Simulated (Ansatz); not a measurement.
Compare A (`C=NC(=N)S`) with its isomer B (`NC(N)=C=S`).

Isolated molecules relaxed with PBE0-D4/def2-TZVP in Ansatz; ΔE leaves out vibrations. CCSD(T)/CBS adds triple-zeta CCSD(T) − MP2 to the extrapolated MP2 energy (def2 sets, frozen cores). DFT in def2-TZVPP. B3LYP here is the variant with VWN-RPA as its local correlation; programs differ in this. One conformer a species, not always the lowest.

Problem. Which is lower in electronic energy at CCSD(T)/CBS, and by how much? (Best estimate.)

Solution. Computed: A, by 8.5 kcal/mol.

Problem. Give E(B) − E(A) in kcal/mol with B3LYP-D4, CCSD/def2-TZVPP, B3LYP, PBE0-D4, CCSD(T)/def2-TZVPP, r2SCAN-D4, ωB97M-V. (Best estimate.)

Solution. Computed: B3LYP-D4 7.8, CCSD/def2-TZVPP 10.2, B3LYP 7.0, PBE0-D4 6.6, CCSD(T)/def2-TZVPP 9.9, r2SCAN-D4 6.8, ωB97M-V 9.0. None reverses the order clearly.

Problem. Does the order hold for the free energy at 298.15 K (harmonic terms from PBE0-D4)? (Best estimate.)

Solution. The calculation gave: Yes: G(B) − G(A) = +11.9 kcal/mol, for one conformer each. Modes under 60 cm⁻¹, often nearly free rotors, make the harmonic entropy too high.

Largest T1 diagnostic: 0.017.

Leaving LDA and LC-ωPBE aside and taking each functional with its dispersion term where it has one, the values, not all of them listed here, spread over 4.4 kcal/mol, from PBE-D4 to ωB97X-V. LDA lies −2.8 kcal/mol from PBE without D4. The D4 term adds +0.9 kcal/mol with B3LYP and +0.4 kcal/mol with PBE0; it sums over pairs of atoms, weighted by their polarisabilities, and B3LYP, whose exchange is more repulsive, gets the larger term.
